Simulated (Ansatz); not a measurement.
## How far each method lies from RCCSDT(Q) for Cl–Al–PH, singlet

Geometry: displaced at random from a stationary point.

```csv
atom,x (Å),y (Å),z (Å)
Cl,0.0023,-0.3052,2.5802
Al,0.0015,-0.3707,0.4921
P,0.0495,-0.3396,-1.6865
H,-0.0533,1.0156,-1.3857
```

Basis cc-pVDZ; Ansatz 0.2.0. Only valence electrons are correlated (noble-gas cores frozen), which leaves 16 electrons in 44 orbitals. R marks a restricted (for open shells ROHF) determinant.

Full CI isn't at hand for all of this; RCCSDT(Q) serves as the reference, and is uncertain by the last step of the cluster series or more.

```
UHF ⟨S²⟩                          : 0.000
T1 diagnostic (RCCSD)             : 0.0178
largest doubles amplitude (RCCSD) : 0.078
```

```json
{"level": "RHF", "E − E(RCCSDT(Q)) (kcal/mol)": "222.14", "share of correlation (%)": "0.00", "wall time": "–"}
{"level": "RMP2", "E − E(RCCSDT(Q)) (kcal/mol)": "29.29", "share of correlation (%)": "86.82", "wall time": "–"}
{"level": "CISD", "E − E(RCCSDT(Q)) (kcal/mol)": "34.32", "share of correlation (%)": "84.55", "wall time": "2.6 s"}
{"level": "RCCSD", "E − E(RCCSDT(Q)) (kcal/mol)": "9.08", "share of correlation (%)": "95.91", "wall time": "–"}
{"level": "RCCSD(T)", "E − E(RCCSDT(Q)) (kcal/mol)": "1.48", "share of correlation (%)": "99.33", "wall time": "3.1 s"}
{"level": "BCCD(T)", "E − E(RCCSDT(Q)) (kcal/mol)": "1.47", "share of correlation (%)": "99.34", "wall time": "1.5 s"}
{"level": "RCCSDT", "E − E(RCCSDT(Q)) (kcal/mol)": "0.71", "share of correlation (%)": "99.68", "wall time": "–"}
```

The correlation energy at RCCSDT(Q), counted from RHF, is -9.633 eV. That run took 50 s on 1 thread of Arm Neoverse V1, shared host.

Times hold each run's SCF and search for its determinant on a shared host, so for small cases they say little of a method's own cost; they ran on 1 thread of Arm Neoverse V1. Some runs computed forces too.
